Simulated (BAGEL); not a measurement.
# HF/6-31G(d) (density fitting with qzvpp-jkfit, spherical functions) run of BHCl2 (SMILES [H]B(Cl)Cl)

What is the energy change on altering one bond length of BHCl2 at HF/6-31G* (density fitting with qzvpp-jkfit, spherical functions)? 

The results are computed with BAGEL 1.2.2.

1 further run of the same task is left out (set aside as unsound or not needed).

### 1 The molecule

The species is BHCl2 (4 atoms), meant as a singlet with charge 0. As SMILES, `[H]B(Cl)Cl`. Geometry: relaxed at GFN2-xTB.

Bond lengths: B1–Cl2 1.701 Å, B1–Cl3 1.702 Å, B1–H4 1.173 Å. Angles: Cl2–B1–Cl3 120.2°, Cl2–B1–H4 119.9°, Cl3–B1–H4 119.9°.

### 2 A single-point energy at HF/6-31G(d) (density fitting with qzvpp-jkfit, spherical functions)

job.json

```json
{ "bagel": [

{
  "title": "molecule",
  "basis": "6-31gs.json",
  "df_basis": "qzvpp-jkfit",
  "angstrom": "true",
  "geometry": [
    { "atom": "B", "xyz": [   -0.067270,   -0.112350,    0.001160 ] },
    { "atom": "Cl", "xyz": [    1.633390,   -0.145760,    0.012580 ] },
    { "atom": "Cl", "xyz": [   -0.893540,    1.375320,   -0.017490 ] },
    { "atom": "H", "xyz": [   -0.672580,   -1.117210,    0.003750 ] }
  ]
},
{ "title": "hf" },
{ "title": "print", "file": "orbitals.molden", "orbitals": "true" }

]}
```

The basis set 6-31G* is read from a file made from the Basis Set Exchange's data (not shown).

Command:

```
$ BAGEL_NUM_THREADS=1 BAGEL job.json > job.out
```

The program printed:

```text
* using 1 threads per process

  ===============================================================
  ===============================================================

  *** Geometry ***

  { "atom" : "B", "xyz" : [     -0.127122,     -0.212311,      0.002192 ] },
  { "atom" : "Cl", "xyz" : [      3.086660,     -0.275446,      0.023773 ] },
  { "atom" : "Cl", "xyz" : [     -1.688546,      2.598978,     -0.033051 ] },
  { "atom" : "H", "xyz" : [     -1.270992,     -2.111221,      0.007086 ] },

  Number of auxiliary basis functions:      349

  Since a DF basis is specified, we compute 2- and 3-index integrals:
    o Being stored without compression. Storage requirement is 0.008 GB

  Number of basis functions:       52
  Number of electrons      :       40

    * METHOD: MOLECULE                             0.15

  *** RHF ***

  === Nuclear Repulsion ===
   114.1678531993

      * DIIS with orbital gradients will be used.

  === RHF iteration (6-31gs.json) ===
      0       -944.26255791          0.00955144           0.04
      1       -944.29573121          0.00383585           0.04
      2       -944.30004099          0.00133229           0.04
      3       -944.30065952          0.00018502           0.04
      4       -944.30067847          0.00006461           0.03
      5       -944.30068137          0.00001395           0.03
      6       -944.30068150          0.00000306           0.03
      7       -944.30068150          0.00000075           0.03
      8       -944.30068150          0.00000022           0.03
      9       -944.30068150          0.00000005           0.03
     10       -944.30068150          0.00000002           0.03
     11       -944.30068150          0.00000001           0.03
    * SCF iteration converged.

    * Permanent dipole moment:
           (    0.158885,     0.267496,    -0.001910) a.u.

    * METHOD: HF                                   0.49

    * METHOD: PRINT                                0.01

  ===============================================================
```

It took 0.91 s on 1 thread of Intel Xeon Platinum 8259CL at 2.50GHz (Skylake/Cascade Lake), shared host; peak memory 0.081 GiB.

### 3 The distorted shape, same level

calc.json

```json
{ "bagel" : [

{
  "title" : "molecule",
  "basis" : "6-31gs.json",
  "df_basis" : "qzvpp-jkfit",
  "angstrom" : "true",
  "geometry" : [
    { "atom" : "B", "xyz" : [       0.023548,       0.038414,       0.000771 ] },
    { "atom" : "Cl", "xyz" : [       1.724208,       0.005004,       0.012191 ] },
    { "atom" : "Cl", "xyz" : [      -0.802722,       1.526084,      -0.017879 ] },
    { "atom" : "H", "xyz" : [      -0.672580,      -1.117210,       0.003750 ] }
  ]
},

{ "title" : "hf" },

{ "title" : "print", "file" : "orbitals.molden", "orbitals" : "true" }

]}
```

The basis set 6-31G* is read from a file made from the Basis Set Exchange's data (not shown).

Command:

```
$ BAGEL_NUM_THREADS=1 BAGEL calc.json > calc.out
```

The program printed:

```text
* using 1 threads per process

  ===============================================================
  ===============================================================

  *** Geometry ***

  { "atom" : "B", "xyz" : [      0.044499,      0.072592,      0.001457 ] },
  { "atom" : "Cl", "xyz" : [      3.258281,      0.009456,      0.023038 ] },
  { "atom" : "Cl", "xyz" : [     -1.516925,      2.883881,     -0.033786 ] },
  { "atom" : "H", "xyz" : [     -1.270992,     -2.111221,      0.007086 ] },

  Number of auxiliary basis functions:      349

  Since a DF basis is specified, we compute 2- and 3-index integrals:
    o Being stored without compression. Storage requirement is 0.008 GB

  Number of basis functions:       52
  Number of electrons      :       40

    * METHOD: MOLECULE                             0.14

  *** RHF ***

  === Nuclear Repulsion ===
   113.4817790024

      * DIIS with orbital gradients will be used.

  === RHF iteration (6-31gs.json) ===
      0       -944.24948795          0.00960221           0.03
      1       -944.28377201          0.00408644           0.03
      2       -944.28858840          0.00134428           0.03
      3       -944.28926080          0.00018707           0.03
      4       -944.28928069          0.00006374           0.03
      5       -944.28928359          0.00001391           0.03
      6       -944.28928371          0.00000307           0.03
      7       -944.28928372          0.00000079           0.03
      8       -944.28928372          0.00000023           0.03
      9       -944.28928372          0.00000006           0.02
     10       -944.28928372          0.00000002           0.02
     11       -944.28928372          0.00000001           0.03
    * SCF iteration converged.

    * Permanent dipole moment:
           (    0.106989,     0.181276,    -0.001565) a.u.

    * METHOD: HF                                   0.40

    * METHOD: PRINT                                0.01

  ===============================================================
```

It took 0.78 s on 1 thread of Intel Xeon Platinum 8259CL at 2.50GHz (Skylake/Cascade Lake), shared host; peak memory 0.081 GiB.

### 4 Summary of results

Level: HF/6-31G* (density fitting with qzvpp-jkfit, spherical functions).

| quantity | value |
| --- | --- |
| first shape: total energy | -944.30068 Eh |
| first shape: dipole moment | 0.79 D |
| first shape: HOMO energy | -12.63 eV |
| first shape: LUMO energy | 2.34 eV |
| first shape: HOMO–LUMO gap | 14.97 eV |
| distorted shape: total energy | -944.28928 Eh |
| distorted shape: dipole moment | 0.54 D |
| distorted shape: HOMO energy | -12.35 eV |
| distorted shape: LUMO energy | 2.29 eV |
| distorted shape: HOMO–LUMO gap | 14.64 eV |
| energy change with the B1–H4 bond stretched from 1.173 to 1.349 Å | 0.310 eV |

With the B1–H4 bond stretched from 1.173 to 1.349 Å the energy rises by 0.31 eV (29.9 kJ/mol). The first shape isn't relaxed at this level, so the change isn't measured from a minimum.
